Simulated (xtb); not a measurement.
# C3H6OS (SMILES CCC(=O)S): GFN1-xTB

Wanted: a geometry optimisation of C3H6OS. 

The results are computed with xtb 6.7.1 later snapshot.

4 further runs of the same task are left out: 4 set aside as unsound or not needed.

## 1. The system as given

The species is C3H6OS (11 atoms), meant as a singlet with charge 0. As SMILES, `CCC(=O)S`. All atoms were displaced at random from a relaxed shape. The run starts from this shape.

Bond lengths: C1–C2 1.467 Å, C2–C3 1.491 Å, C3–O4 1.262 Å, C3–S5 1.852 Å, C1–H6 1.146 Å, C1–H7 1.170 Å, C1–H8 1.071 Å, C2–H9 1.008 Å, C2–H10 1.123 Å, S5–H11 1.360 Å. Some angles: C1–C2–C3 109.3°, C2–C3–O4 130.9°, C2–C3–S5 107.0°, O4–C3–S5 122.0°, C1–C2–H9 116.2°, C1–C2–H10 108.9°, C3–C2–H9 109.8°, C3–C2–H10 108.5°, C2–C1–H6 112.7°, C2–C1–H7 111.3°.

## 2. A geometry optimisation at GFN1-xTB

File input.xyz:

```xyz
11

C     -0.76158000     0.73349000     1.06858000
C      0.21024000    -0.24705000     0.57247000
C      0.17857000    -0.26188000    -0.91804000
O     -0.52910000     0.38745000    -1.73599000
S      1.40643000    -1.53182000    -1.47455000
H     -0.56141000     1.79128000     0.67576000
H     -1.85042000     0.45729000     0.74006000
H     -0.72243000     0.91516000     2.12360000
H      0.11423000    -1.18653000     0.92476000
H      1.23803000     0.06000000     0.90374000
H      1.16635000    -1.31801000    -2.79643000
```

On the command line:

```
$ xtb input.xyz --gfn 1 -o vtight > xtb.out
```

**Question.** What will come out? Wanted: total energy at the end; dipole moment; HOMO energy; LUMO energy; HOMO–LUMO gap; dispersion energy.

**Answer.** As computed:

Level: GFN1-xTB.

```
               quantity         value
total energy at the end  -17.98293 Eh
          dipole moment        2.59 D
            HOMO energy     -12.11 eV
            LUMO energy      -7.47 eV
          HOMO–LUMO gap       4.64 eV
      dispersion energy  -9.80 kJ/mol
```

**Reading.** At the final geometry: Bond lengths: C1–C2 1.526 Å, C2–C3 1.513 Å, C3–O4 1.200 Å, C3–S5 1.749 Å, C1–H6 1.090 Å, C1–H7 1.090 Å, C1–H8 1.089 Å, C2–H9 1.094 Å, C2–H10 1.094 Å, S5–H11 1.325 Å. Some angles: C1–C2–C3 110.8°, C2–C3–O4 124.3°, C2–C3–S5 113.0°, O4–C3–S5 122.8°, C1–C2–H9 110.9°, C1–C2–H10 110.9°, C3–C2–H9 108.4°, C3–C2–H10 108.4°, C2–C1–H6 110.1°, C2–C1–H7 110.1°. The optimisation took 19 steps and changed the energy by -0.761 eV. Mulliken charges run from -0.50 on O4 to +0.43 on C3.
